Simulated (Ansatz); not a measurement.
# H8Si3: levels of theory, part 2 of 2

Aim: for H8Si3, compare levels of theory; the runs are relaxing the atoms and phonons.

Ansatz 0.2.0; DFT PBE, Gaussian basis def2-SVP, and further levels as typed in the inputs. Earlier steps stand in the parts before.

### Step 7. Phonons

It takes the final geometry of step 6.

input.yaml reads:

```yaml
crystal:
  periodic: [false, false, false]
  atoms:
    - { symbol: Si, position_ang: [-0.09193905, -0.47279773, -0.81888878] }
    - { symbol: Si, position_ang: [1.70644716, 0.96186262, -0.33234062] }
    - { symbol: Si, position_ang: [-1.63728144, -0.60617398, 0.94839527] }
    - { symbol: H, position_ang: [0.43395854, -1.83254207, -1.11064881] }
    - { symbol: H, position_ang: [-0.78763265, 0.01376275, -2.03948952] }
    - { symbol: H, position_ang: [2.65726761, 1.0186837, -1.4698879] }
    - { symbol: H, position_ang: [1.20929853, 2.33361284, -0.0631835] }
    - { symbol: H, position_ang: [2.43429743, 0.48215979, 0.86825071] }
    - { symbol: H, position_ang: [-2.7545941, -1.51919958, 0.60299876] }
    - { symbol: H, position_ang: [-2.19741161, 0.73604085, 1.24168065] }
    - { symbol: H, position_ang: [-0.97241043, -1.11540821, 2.17311173] }
basis:
  gaussian: { orbitals: def2-TZVP }
hamiltonian:
  xc: b3lyp
phonons: {}
```

The run is started by

```sh
> ansatz run input.yaml --threads 4 --pin off --max-ram 10240MiB --backend cpu --events-out ev --progress --plain --runs-dir out
```

The log of the run (excerpt; [...] marks lines left out):

```text
Warning: RAYON_NUM_THREADS=4 ignored (pool sized by the plan → 4); use --threads N
[...]
Functional definition: B3LYP
[...]
1135 factors; their error is unknown
[...]
mean field -23765.60944142 eV, -873.3700380637 hartree, gradient 4.3e-6 eV, S^2 0.000000; 0 other end points of the search recorded, 0 dependent functions left out
[...]
reference -23765.60975736 eV, -873.3700496743 hartree; 25, 25 occupied and 134, 134 virtual orbitals, 1135 factors
[...]
1135 factors; their error is unknown
mean field -23765.60937170 eV, -873.3700355014 hartree, gradient 9.2e-7 eV, S^2 0.000000; 0 other end points of the search recorded, 0 dependent functions left out
[...]
reference -23765.60968763 eV, -873.3700471114 hartree; 25, 25 occupied and 134, 134 virtual orbitals, 1135 factors
[...]
1135 factors; their error is unknown
[...]
Atom 3 at     0.433959    -1.832542    -1.110649 Å, force    -0.000024     0.000056     0.000006 eV/Å
Atom 4 at    -0.787633     0.013763    -2.039490 Å, force     0.000030    -0.000025     0.000047 eV/Å
Atom 5 at     2.657268     1.018684    -1.469888 Å, force    -0.000059    -0.000004     0.000069 eV/Å
Atom 6 at     1.209299     2.333613    -0.063184 Å, force     0.000078    -0.000096     0.000046 eV/Å
Atom 7 at     2.434297     0.482160     0.868251 Å, force    -0.000056     0.000105    -0.000056 eV/Å
Atom 8 at    -2.754594    -1.519200     0.602999 Å, force     0.000069     0.000056     0.000021 eV/Å
Atom 9 at    -2.197412     0.736041     1.241681 Å, force     0.000056    -0.000107     0.000054 eV/Å
Atom 10 at    -0.972410    -1.115408     2.173112 Å, force    -0.000078     0.000095    -0.000048 eV/Å
Dipole moment:    -0.001317    -0.006773    -0.011731 e Å
Vibrations: 85.49 98.56 100.65 316.85 375.56 419.97 434.17 455.89 566.05 595.94 710.23 724.70 884.84 897.32 933.33 949.46 950.09 953.57 957.78 2193.30 2200.98 2211.22 2215.79 2221.12 2221.68 2223.29 2226.22 cm⁻¹, zero-point energy 1.805461 eV
```

Run time: 30 s. Hardware: 4 threads of Arm Neoverse V2, shared host; peak memory 0.35 GiB.

### Step 8. Relaxing the atoms: Hartree-Fock, Gaussian basis def2-SVP

It takes the final geometry of step 2.

input.yaml reads:

```yaml
crystal:
  periodic: [false, false, false]
  atoms:
    - { symbol: Si, position_ang: [-0.09445019, -0.4857116, -0.84125554] }
    - { symbol: Si, position_ang: [1.69503313, 0.95793695, -0.32513248] }
    - { symbol: Si, position_ang: [-1.62525669, -0.59910803, 0.94662592] }
    - { symbol: H, position_ang: [0.44043728, -1.86542698, -1.13399598] }
    - { symbol: H, position_ang: [-0.80105253, 0.01095186, -2.07796675] }
    - { symbol: H, position_ang: [2.67598744, 1.03346488, -1.46512757] }
    - { symbol: H, position_ang: [1.17276798, 2.34241719, -0.04536389] }
    - { symbol: H, position_ang: [2.41655744, 0.46256448, 0.90035722] }
    - { symbol: H, position_ang: [-2.77074554, -1.5207713, 0.62111578] }
    - { symbol: H, position_ang: [-2.17653477, 0.77176653, 1.23751129] }
    - { symbol: H, position_ang: [-0.93274355, -1.10808298, 2.18323] }
basis:
  gaussian: { orbitals: def2-SVP }
hamiltonian:
  xc: hf
relax:
  f_tol: 0.003
  max_steps: 100
output:
  orbitals: {}
```

The run is started by

```sh
> ansatz run input.yaml --threads 4 --pin off --max-ram 10240MiB --backend cpu --events-out ev --progress --plain --runs-dir out
```

The log of the run (excerpt; [...] marks lines left out):

```text
Warning: RAYON_NUM_THREADS=4 ignored (pool sized by the plan → 4); use --threads N
[...]
Functional definition: HF
[...]
965 factors; integrals over basis functions are off by at most 2.7e-4 eV
[...]
mean field -23705.57438712 eV, -871.1637905114 hartree, gradient 1.2e-5 eV, S^2 0.000000; 0 other end points of the search recorded, 0 dependent functions left out
[...]
reference -23705.57438712 eV, -871.1637905114 hartree; 25, 25 occupied and 69, 69 virtual orbitals, 965 factors
relax step   1: F+E_penalty+E_count = -23705.57438712 eV  Δ(F+E_penalty+E_count) = +0.000e0 eV  max|allowed force component| = 5.649e-1 eV/Å  Δτ_max = 0.0000 Å  (23 SCF iters, accepted)
[...]
relax step   4: F+E_penalty+E_count = -23705.61452594 eV  Δ(F+E_penalty+E_count) = -1.152e-3 eV  max|allowed force component| = 6.264e-3 eV/Å  Δτ_max = 0.0123 Å  (19 SCF iters, accepted)
[...]
Atom 1 at     1.709547     0.965776    -0.328639 Å, force    -0.001325    -0.000437     0.000874 eV/Å
Atom 2 at    -1.639328    -0.604674     0.954068 Å, force     0.001404     0.000843    -0.000172 eV/Å
Atom 3 at     0.434030    -1.846337    -1.127352 Å, force     0.000084    -0.000002     0.000216 eV/Å
Atom 4 at    -0.791818     0.006401    -2.059429 Å, force    -0.000046     0.000194     0.000117 eV/Å
Atom 5 at     2.670100     1.033824    -1.456670 Å, force    -0.000396    -0.000745    -0.000960 eV/Å
Atom 6 at     1.193668     2.329857    -0.053668 Å, force     0.000465     0.000218    -0.000563 eV/Å
Atom 7 at     2.420075     0.476276     0.878836 Å, force     0.000617    -0.000011    -0.000448 eV/Å
Atom 8 at    -2.763523    -1.514265     0.624552 Å, force     0.000157    -0.000486    -0.001172 eV/Å
Atom 9 at    -2.182256     0.746722     1.239404 Å, force    -0.000681    -0.000319    -0.000124 eV/Å
Atom 10 at    -0.955847    -1.106855     2.171905 Å, force    -0.000530    -0.000549    -0.000009 eV/Å
Dipole moment:    -0.001391    -0.007153    -0.012389 e Å
```

It took 2.7 s on 4 threads of Arm Neoverse V2, shared host; peak memory 0.17 GiB.

Relaxation path:

```
step  E - E(step 1) (eV)  largest force component (eV/Å)
   1              0.0000                          0.5649
   2             -0.0388                          0.1089
   3             -0.0390                          0.0639
   4             -0.0401                          0.0063
   5             -0.0402                          0.0022
```

Step 1 is the start.

Before: Bond lengths: Si1–Si2 2.356 Å, Si1–Si3 2.356 Å, Si1–H4 1.508 Å, Si1–H5 1.508 Å, Si2–H6 1.506 Å, Si2–H7 1.506 Å, Si2–H8 1.506 Å, Si3–H9 1.506 Å, Si3–H10 1.506 Å, Si3–H11 1.506 Å. Angles (14 of 18 angles, heavy atoms first): Si2–Si1–Si3 110.9°, Si1–Si2–H6 111.1°, Si1–Si2–H7 109.9°, Si1–Si2–H8 109.9°, Si2–Si1–H4 109.5°, Si2–Si1–H5 109.5°, Si3–Si1–H4 109.5°, Si3–Si1–H5 109.5°, Si1–Si3–H9 111.1°, Si1–Si3–H10 109.9°, Si1–Si3–H11 109.9°, H6–Si2–H7 108.7°, H6–Si2–H8 108.7°, H7–Si2–H8 108.5°.

After: Bond lengths: Si1–Si2 2.373 Å, Si1–Si3 2.373 Å, Si1–H4 1.486 Å, Si1–H5 1.486 Å, Si2–H6 1.483 Å, Si2–H7 1.484 Å, Si2–H8 1.484 Å, Si3–H9 1.483 Å, Si3–H10 1.484 Å, Si3–H11 1.484 Å. Angles (14 of 18 angles, heavy atoms first): Si2–Si1–Si3 111.2°, Si1–Si2–H6 110.8°, Si1–Si2–H7 109.8°, Si1–Si2–H8 109.8°, Si2–Si1–H4 109.3°, Si2–Si1–H5 109.3°, Si3–Si1–H4 109.3°, Si3–Si1–H5 109.3°, Si1–Si3–H9 110.8°, Si1–Si3–H10 109.8°, Si1–Si3–H11 109.8°, H6–Si2–H7 108.9°, H6–Si2–H8 108.9°, H7–Si2–H8 108.6°.

### Step 9. Phonons

It takes the final geometry of step 8.

input.yaml reads:

```yaml
crystal:
  periodic: [false, false, false]
  atoms:
    - { symbol: Si, position_ang: [-0.09464698, -0.48672339, -0.84300801] }
    - { symbol: Si, position_ang: [1.70954678, 0.96577571, -0.32863897] }
    - { symbol: Si, position_ang: [-1.6393285, -0.60467442, 0.95406825] }
    - { symbol: H, position_ang: [0.43402961, -1.84633682, -1.12735236] }
    - { symbol: H, position_ang: [-0.79181779, 0.00640083, -2.05942927] }
    - { symbol: H, position_ang: [2.67010041, 1.03382391, -1.45667045] }
    - { symbol: H, position_ang: [1.19366831, 2.32985689, -0.0536684] }
    - { symbol: H, position_ang: [2.42007496, 0.47627615, 0.87883614] }
    - { symbol: H, position_ang: [-2.7635231, -1.51426455, 0.62455154] }
    - { symbol: H, position_ang: [-2.18225627, 0.74672173, 1.23940406] }
    - { symbol: H, position_ang: [-0.95584742, -1.10685505, 2.17190548] }
basis:
  gaussian: { orbitals: def2-SVP }
hamiltonian:
  xc: hf
phonons: {}
```

The run is started by

```sh
> ansatz run input.yaml --threads 4 --pin off --max-ram 10240MiB --backend cpu --events-out ev --progress --plain --runs-dir out
```

The log of the run (excerpt; [...] marks lines left out):

```text
Warning: RAYON_NUM_THREADS=4 ignored (pool sized by the plan → 4); use --threads N
[...]
[... 1 set-up line as earlier in the session ...]
[...]
965 factors; integrals over basis functions are off by at most 2.7e-4 eV
[...]
mean field -23705.61453932 eV, -871.1652660773 hartree, gradient 1.1e-5 eV, S^2 0.000000; 0 other end points of the search recorded, 0 dependent functions left out
[...]
reference -23705.61453932 eV, -871.1652660773 hartree; 25, 25 occupied and 69, 69 virtual orbitals, 965 factors
[...]
965 factors; integrals over basis functions are off by at most 2.7e-4 eV
mean field -23705.61446619 eV, -871.1652633898 hartree, gradient 2.7e-6 eV, S^2 0.000000; 0 other end points of the search recorded, 0 dependent functions left out
[...]
reference -23705.61446619 eV, -871.1652633898 hartree; 25, 25 occupied and 69, 69 virtual orbitals, 965 factors
[...]
965 factors; integrals over basis functions are off by at most 2.7e-4 eV
[...]
Atom 3 at     0.434030    -1.846337    -1.127352 Å, force     0.000084    -0.000002     0.000216 eV/Å
Atom 4 at    -0.791818     0.006401    -2.059429 Å, force    -0.000046     0.000194     0.000117 eV/Å
Atom 5 at     2.670100     1.033824    -1.456670 Å, force    -0.000396    -0.000745    -0.000960 eV/Å
Atom 6 at     1.193668     2.329857    -0.053668 Å, force     0.000466     0.000218    -0.000564 eV/Å
Atom 7 at     2.420075     0.476276     0.878836 Å, force     0.000617    -0.000011    -0.000448 eV/Å
Atom 8 at    -2.763523    -1.514265     0.624552 Å, force     0.000157    -0.000486    -0.001172 eV/Å
Atom 9 at    -2.182256     0.746722     1.239404 Å, force    -0.000681    -0.000320    -0.000124 eV/Å
Atom 10 at    -0.955847    -1.106855     2.171905 Å, force    -0.000530    -0.000549    -0.000009 eV/Å
Dipole moment:    -0.001391    -0.007153    -0.012389 e Å
Vibrations: 87.51 102.95 107.30 343.21 398.33 455.13 465.85 488.20 614.74 646.12 761.35 789.24 966.90 973.10 1009.22 1020.90 1021.78 1024.51 1031.01 2301.23 2303.98 2315.55 2319.16 2321.80 2322.43 2325.77 2331.94 cm⁻¹, zero-point energy 1.912408 eV
```

Run time: 7.4 s. Hardware: 4 threads of Arm Neoverse V2, shared host; peak memory 0.17 GiB.

### Step 10. Results

What follows sums up all 2 parts.

```
step                                  level  energy above the lowest (eV)  charge  2S+1 typed  ⟨S²⟩  dipole (D)   time
   2           PBE, Gaussian basis def2-SVP                         0.000       0           1  0.00        0.05  6.7 s
   3           PBE, Gaussian basis def2-SVP                         0.000       0           1  0.00        0.05   10 s
   4          PBE, Gaussian basis def2-TZVP                         0.000       0           1  0.00        0.08  6.8 s
   5          PBE, Gaussian basis def2-TZVP                         0.000       0           1  0.00        0.08   18 s
   6        B3LYP, Gaussian basis def2-TZVP                         0.000       0           1  0.00        0.07   20 s
   7        B3LYP, Gaussian basis def2-TZVP                         0.000       0           1  0.00        0.07   30 s
   8  Hartree-Fock, Gaussian basis def2-SVP                         0.000       0           1  0.00        0.07  2.7 s
   9  Hartree-Fock, Gaussian basis def2-SVP                         0.000       0           1  0.00        0.07  7.4 s
```

Energies compare only among runs of one formula, size, charge, level and basis; each such set counts from its lowest member.

In words: The rows set the runs side by side; convergence of the settings was not tested in this session.
